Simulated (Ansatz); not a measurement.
# CHBS (triplet): from Hartree-Fock to the top rungs, cc-pVDZ

Aim: climb from Hartree-Fock through coupled cluster and multireference methods for CHBS (triplet) at one geometry and basis, and see what each rung misses.

Program: Ansatz 0.2.0, Gaussian basis. Level of theory: cc-pVDZ, core rule «outside noble gas», up to 7 orbitals frozen. These are calculated values, not measurements.

To be run: UHF; CCSD(T) on ROHF; CCSD(T) on UHF; BCCD(T) on ROHF; CISD as a restricted active space (open shells left free, so some higher excitations enter); CCSDT(Q) on ROHF; CCSDT(Q) on UHF; CASSCF and NEVPT2, 10 electrons in 10 orbitals.

26 further runs of the same task are left out: 11 that didn't finish, 15 set aside as unsound or not needed. Runs told in other sessions of the task aren't counted.

## Step 1: The geometry

The geometry is a PBE0/def2-TZVP stationary point (not a proven minimum).

4 atoms, charge 0, spin multiplicity 3.

Atoms are counted from 1 here; the program's logs count them from 0.

Bond lengths: B1–C2 1.415 Å, B1–S3 1.834 Å, C2–S3 1.766 Å, C2–H4 1.076 Å. Angles: C2–B1–S3 64.4°, B1–C2–S3 69.4°, B1–C2–H4 162.5°, S3–C2–H4 128.1°, B1–S3–C2 46.2°.

## Step 2: UHF

Contents of in.yaml:

```yaml
crystal:
  periodic: [false, false, false]
  atoms:
    - {symbol: B, position_ang: [0.000000, -0.940798, 0.805566]}
    - {symbol: C, position_ang: [0.000000, 0.456437, 1.026812]}
    - {symbol: S, position_ang: [0.000000, 0.101630, -0.703595]}
    - {symbol: H, position_ang: [0.000000, 1.418810, 1.507124]}
basis:
  gaussian: {orbitals: cc-pVDZ}
magnetization: {spin_polarized: true, initial_magnetization: 2}
hamiltonian: {xc: hf}
output: {orbitals: {seedname: orbitals}}
```

The run is started by

```bash
> ansatz run in.yaml --threads 1 --pin off --events-out ev --progress --plain --max-ram 2393MiB
```

Further steps of the session: CCSD(T) on ROHF; CCSD(T) on UHF; BCCD(T) on ROHF; CISD as a restricted active space (open shells left free, so some higher excitations enter); CCSDT(Q) on ROHF; CCSDT(Q) on UHF; CASSCF and NEVPT2, 10 electrons in 10 orbitals.

**Question.** What will the summary of the whole plan be? Wanted: UCCSDT(Q) from the RHF energy; RMP2 from UCCSDT(Q); UMP2 from UCCSDT(Q); RCCSD from UCCSDT(Q); RCCSD(T) from UCCSDT(Q); UCCSD(T) from UCCSDT(Q); RCCSDT(Q) from UCCSDT(Q); T1 diagnostic.

As calculated:

| quantity | value |
| --- | --- |
| UCCSDT(Q) from the ROHF energy | -9.6748 eV |
| RMP2 from UCCSDT(Q) | +1098.5 meV |
| UMP2 from UCCSDT(Q) | +1197.3 meV |
| RCCSD from UCCSDT(Q) | +476.2 meV |
| RCCSD(T) from UCCSDT(Q) | +61.2 meV |
| UCCSD(T) from UCCSDT(Q) | +63.7 meV |
| RCCSDT(Q) from UCCSDT(Q) | +2.6 meV |
| levels within 1 kcal/mol (43 meV) | RCCSDT, UCCSDT, RCCSDT(Q) |
| T1 diagnostic | 0.026 |

RCCSD(T) misses by +61.2 meV, 0.6 % of the correlation energy. These misses are within one basis, not against nature; the frozen cores of restricted and unrestricted runs differ, which can shift their rows.

With open shells the CI space here admits some higher excitations, so it is larger than plain CISD.
